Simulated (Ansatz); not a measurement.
**Bulk modulus of some solids**

Method: RPBE in Ansatz (PAW). References are measured values corrected to a static lattice.

Values in GPa.

| solid | reference | RPBE | error (%) |
|---|---|---|---|
| bcc W | 312 (300–328) | 293 | -6.1 |
| bcc K | 3.75 | 3.11 | -17.1 |
| bcc Ta | 198 | 186 | -6.1 |
| zinc-blende BP | 176 (168–176) | 155 | -11.9 |
| bcc Na | 7.9 | 7.03 | -11.0 |
| body-centred tetragonal In | 44.7¶ | 29.9 | -33 |
| bcc Cs | 2.11 (2.11–2.35) | 1.65 | -22 |
| bcc Fe | 174 | 160 | -8.0 |
| bcc V | 161 | 172 | +6.8 |
| fcc Ag | 110 (104–111) | 74.4 | -32 |
| fcc Cu | 144 | 124 | -13.9 |
| fcc Rh | 271 (271–289) | 238 | -12.2 |
| fcc Sr | 12.5 | 10.7 | -14.4 |

Over these 13 solids the mean error is -13.9 %, the mean absolute error 15.0 % (median 12.2 %), and the worst case body-centred tetragonal In at -33 %; the value is too low in 12 of 13 cases.

All these references are brought to a static lattice.

Spin–orbit coupling is left out, also for the solids with elements from indium on (bcc W, bcc Ta, body-centred tetragonal In, bcc Cs); its size isn't shown.

¶ marks references of a special kind: body-centred tetragonal In, 44.7 GPa (measured, copied from a table, unchecked, extrapolated to 0 K and zero-point effects removed; as tabulated in Lejaeghere et al. (2013), arXiv:1204.2733).

In Ansatz's fits of the non-cubic solids, shape and atoms are relaxed at each volume.

Brackets give the range of the sources taken for a reference, where it is wide; it can hold other temperatures.

Differences are worked out from the printed values.

Each level is taken at its own relaxed cell. Caveats: the cell is over a tenth larger than the published one: the level's own overestimate first of all, though another phase or state, or a fault of the published cell, is possible (body-centred tetragonal In, bcc Cs). Ansatz's density-functional and Hartree–Fock values are scalar-relativistic unless marked +SOC, with PAW data made under PBE.

Ansatz's runs of these crystals have no spin polarisation, but for bcc Fe.

Density-functional runs with spin start from parallel moments for bcc Fe.

Not in this set, of the solids of all kinds but layered and molecular ones with a reference value in our tables and a result at some level: 87 for a reference at room or unstated temperature; 56 for no value at RPBE (not run, a failed fit, an unstable or unbound cell, or a value held back for tests); 23 for sources at odds; 6 for a high-temperature or high-pressure phase; 1 for a value of another source that differs by over 15 % in a way that heat doesn't explain. These can be a level's best or worst cases. At least 25 more with a reference value are held back for tests. Solids without a released value at any level aren't counted. The metals Ce to Yb are counted apart.

References as tabulated in Levämäki et al. (2014), arXiv:1402.3671; Mejia-Rodriguez and Trickey (2018), arXiv:1807.09216; doi:10.1021/acs.jctc.3c00612; Goldzak et al. (2022), arXiv:2208.04865 and others.

Ansatz is an electronic-structure program.
